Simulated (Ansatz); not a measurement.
# H5NSi2: structure from calculated spectroscopic constants

These gas-phase data were calculated for one isomer of H5NSi2 at r2SCAN-D4/def2-SVP (harmonic, unscaled wavenumbers; equilibrium rotational constants with average atomic masses):

- rotational constants: 46.78, 2.924, 2.844 GHz
- all wavenumbers above 1500 cm⁻¹: 2256, 2210, 2203, 2202, 2170

Candidates:

(1) `[SiH2]=N[SiH3]`, a singlet
(2) `N1[SiH2][SiH2]1`, a singlet
(3) `[SiH]N[SiH3]`, a singlet

Task: Which candidate do the data belong to?

Result: Candidate (1). No mode falls between 3250 and 3800 cm⁻¹, where the N–H stretch of (2), (3) would stand.

The same quantities for all candidates:

```tsv
	rotational constants (GHz)	wavenumbers above 1500 cm⁻¹	E above the lowest, r2SCAN-D4/def2-SVP (kcal/mol)
(1)	46.78, 2.924, 2.844	2256, 2210, 2203, 2202, 2170	8.1
(2)	16.17, 5.448, 4.512	3611, 2209, 2205, 2201, 2195	0.9
(3)	28.38, 3.256, 3.025	3561, 2237, 2236, 2218, 1966	0.0
```

Harmonic stretches to hydrogen usually lie a few per cent above observed fundamentals. Each candidate is one conformer. Programs: Ansatz 0.2.0.
